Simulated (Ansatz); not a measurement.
GeH$_{2}$, singlet in cc-pVDZ: errors against full CI

Geometry: a PBE0/def2-TZVP stationary point for this spin, not checked as a minimum.

```xyz
3

Ge    0.0000   -0.0303    0.0000
H     0.0000    1.0906   -1.1335
H     0.0000    1.0906    1.1335
```

Basis cc-pVDZ; Ansatz 0.2.0. Only valence electrons are correlated (noble-gas cores and the filled d shells of p-block atoms frozen), which leaves 6 electrons in 23 orbitals. R marks a restricted (for open shells ROHF) determinant, U an unrestricted one. Active spaces: valence = (6e, 6o) chosen from the atoms' valence shells. No spin–orbit coupling is included, and no scalar relativity.

Full CI is exact within this basis and frozen core; it isn't the basis-set limit. The frozen core follows each run's orbitals, which can shift R against U totals by a few meV for light atoms and by up to 0.1 eV past Ca.

The UHF ⟨S²⟩ is 0.225. The T1 diagnostic (RCCSD) is 0.0129 and the largest doubles amplitude (RCCSD) is 0.092.

| level | E − E(RHF) (eV) |
| --- | --- |
| RMP2 | -2.2778 |
| RCCSD | -2.9954 |
| RCCSD(T) | -3.0497 |

(1) Estimate how far full CI in cc-pVDZ lies from RCCSD(T). The table doesn't fix it; the size of (T) and the diagnostics are the guide.

(1) Full CI in cc-pVDZ lies 0.61 mEh below RCCSD(T), which is 31 % of the (T) step (-1.99 mEh). RHF is unstable towards spin polarisation, and the rest is a large part of (T).

The other levels:

```csv
level,E − E(full CI) (mEh),share of correlation (%),wall time
CISD,7.16,93.65,0.51 s
BCCD(T),0.61,99.46,0.39 s
RCCSDT,0.10,99.91,–
CISDTQ,0.14,99.88,0.99 s
RCCSDT(Q),0.02,99.98,0.84 s
RCCSDTQ,0.00,100.00,3.7 s
CASSCF (valence space),63.91,43.28,–
NEVPT2 (valence space),19.49,82.70,0.81 s
NEVPT4(SD) (valence space),2.93,97.40,1.1 s
MRCISD (valence space),2.39,97.88,–
MRCISD+Q (valence space),0.09,99.92,1.1 s
```

The correlation energy at full CI, counted from RHF, is -3.066 eV. That run took 3.5 s on 1 thread of Arm Neoverse V2, shared host over 786,897 determinants.

Run but not shown, since their state or frozen core can't be matched to the reference's or they repeat it: UHF.

Times hold each run's SCF and search for its determinant on a shared host, so for small cases they say little of a method's own cost; they ran on 1 thread of Arm Neoverse V2.

The full-CI state has the irrep A1 of C2v, in the program's axes.

Natural occupations of full CI about the gap: 1.962 1.946 1.907 0.055 0.042 0.028 0.011 0.008 0.007 0.007; effectively unpaired electrons, Σ n²(2−n)², 0.07.

Atomization energy (electronic, same basis, no zero-point term; atoms at the same level, unrestricted beside the R rows where the molecule is a closed shell, but restricted open-shell past Ca, as are all atoms' steps beyond CCSDT(Q)) at full CI: 549.0 kJ/mol. Errors of other levels:

| level | error (kJ/mol) |
| --- | --- |
| RHF | -137.3 |
| RMP2 | -30.8 |
| CISD | -15.1 |
| RCCSD | -4.0 |
| RCCSD(T) | -0.8 |
| BCCD(T) | -0.8 |
| RCCSDT | -0.2 |
| CISDTQ | -0.4 |
| RCCSDT(Q) | -0.1 |
| RCCSDTQ | 0.0 |
| CASSCF (valence space) | -41.3 |
| NEVPT2 (valence space) | -20.1 |
| NEVPT4(SD) (valence space) | -7.3 |
| MRCISD (valence space) | -4.1 |
| MRCISD+Q (valence space) | -3.4 |

This basis is far from its limit, so the value isn't to be set against a measured one. Truncated CI isn't size-consistent, which counts against it in atomization.
